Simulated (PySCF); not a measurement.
Species: C4H4OP (charge -1).
Cartesian coordinates in Å at the GFN2-xTB level; atoms count from 1:
```xyz
10
C4H4OP angstrom
P      2.292    0.831   -0.117
C      0.632    0.221   -0.032
C     -0.559    0.986   -0.247
C     -1.606    0.143   -0.088
O     -1.194   -1.107    0.212
C      0.178   -1.044    0.244
H      2.843   -0.391    0.181
H     -0.603    2.031   -0.489
H     -2.670    0.293   -0.158
H      0.695   -1.957    0.470
```

Definitions: NICS(0) = −σiso at the ring centroid; NICS(1) = −σiso and NICS(1)zz = −σzz at ±1 Å along the ring normal z. Level: GIAO PBE0/pcSseg-1 (PySCF, non-relativistic, gas phase) on the GFN2-xTB geometry, one conformer.

Ring bond lengths (Å), with Mayer bond orders in brackets: C2–C3 1.432 (1.21), C3–C4 1.353 (1.59), C4–O5 1.349 (1.09), O5–C6 1.374 (0.97), C6–C2 1.372 (1.51).

Question: Give the NICS values of each ring in ppm.

Answer: 
```json
{"ring": "C2–C3–C4–O5–C6", "type": "5-membered ring with O; formal bonds all aromatic", "NICS(0)": "-9.4", "NICS(1), two faces": "-8.2 / -8.2", "NICS(1)zz, two faces": "-20.1 / -20.1", "rms pucker (Å)": "0.00", "centre to ring atoms, mean (Å)": "1.17"}
```

Question: What do they say, and how far can they be read as aromaticity?

Answer: 
- C2–C3–C4–O5–C6: mean NICS(1)zz -20.1 ppm, shielded. The ring is flat and has no four-coordinate atom; by the NICS criterion it is aromatic.

Question: What does the geometric index give? HOMA takes Krygowski's 1993 parameters.

Answer: 
- C2–C3–C4–O5–C6: HOMA 0.23; the largest term is that of O5–C6, α(R − Ropt)² = 1.87. The geometric and the magnetic index disagree.

Question: At the first NICS(1) probe listed for ring C2–C3–C4–O5–C6, 1 Å off the ring, how large is the induced field along the normal in 11.7 T applied along it?

Answer: NICSzz × B0 = -20.1 ppm × 11.7 T = -235 μT, against the applied field.

Question: How shielded are the nuclei of the rings and their hydrogens (means over atoms taken as equivalent)?

Answer: 
```
atoms                        environment  σ isotropic (ppm)  principal values of the symmetric part, first atom (ppm)
   C2        substituted aromatic carbon               34.8                                         -63.6, 8.1, 159.9
   C3                 aromatic CH carbon               65.5                                        -21.6, 73.4, 144.7
   C4  aromatic CH next to a ring oxygen               46.7                                        -28.2, 64.2, 104.1
   O5                  furan-type oxygen               56.3                                         -67.4, 6.6, 229.8
   C6  aromatic CH next to a ring oxygen               54.8                                         -12.2, 85.1, 91.5
   H8                  aromatic hydrogen              25.68                                          24.4, 24.6, 28.0
   H9                  aromatic hydrogen              25.13                                          23.3, 25.5, 26.6
  H10                  aromatic hydrogen              24.86                                          22.4, 23.6, 28.6
```
